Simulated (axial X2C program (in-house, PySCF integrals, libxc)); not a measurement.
Correcting the dissociation energy of HF for spin–orbit coupling

A spin-free CCSD(T) curve (one-electron X2C) was computed with an in-house relativistic program for diatomic molecules, basis F dyall-av3z [7s6p3d2f], H dyall-v3z [6s2p1d] (cores contracted in-house), for the state M_S = 0, Λ = 0 (closed shell). It gives D0 = 5.757 eV to F + H, which in a spin-free picture are the weighted means of the ground terms.

Correlated methods: 8 electrons correlated (number of frozen shells: F 1 s; H none), 128 virtual spin orbitals or spinors in MP2, 86 natural virtuals in coupled cluster.

Measured levels of the ground terms (NIST Handbook of Basic Atomic Spectroscopic Data), in cm⁻¹: F 2P: J = 3/2 at 0, J = 1/2 at 404.1; H 2S: J = 1/2 at 0.

The molecular state has Λ = 0, so it has no first-order lowering.

(1) How far does each ground level lie under the (2J+1)-weighted mean of its term?

(2) Correct D0.

Second-order spin–orbit effects in the molecule, which grow quickly with Z, are left out. The state is a single determinant with fixed occupations, the lowest that a limited PBE0 search found. Dissociation energies refer to the lowest single-determinant-based atoms at the same level and basis. Coupled cluster ran in a truncated set of natural virtual spinors; the MP2 energy of the rest was added. (T) has no such correction and the atoms are truncated less, which lowers De at CCSD(T) by a hundredth of an eV or more.

Results:

(1) F: (4 × 0 + 2 × 404.1)/6 = 135 cm⁻¹; H: a single level, 0.

(2) D0 = 5.757 + (0 − 135)/8065.5 = 5.740 eV at CCSD(T) with these spin–orbit terms. The direct two-component run gives 5.742 eV; the difference holds second-order terms in the molecule, scalar two-electron terms, the gap between measured and computed atomic splittings (a 2c atom can miss part of its lowering) and, in coupled cluster, the truncation of each run.
